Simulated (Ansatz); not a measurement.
Z-matrix (Å, degrees):
```
C
N 1 1.1666
```
Charge 0, spin multiplicity 2.

Level of theory: Ansatz (a quantum-chemistry and plane-wave program) with frozen-core CCSD(T)/def2-TZVPP // TPSSh-D3(BJ)/def2-TZVP.

The HF energy is -92.23877 Ha and the MP2 correlation energy is -0.27414 Ha.

Problem. Estimate the CCSD correlation energy, the (T) correction, the total energy and the T1 diagnostic.

Solution. 
```json
{
  "CCSD correlation energy": "-0.31122 Ha",
  "(T) correction": "-0.01817 Ha",
  "CCSD(T) total energy": "-92.56815 Ha",
  "T1 diagnostic": "0.088"
}
```
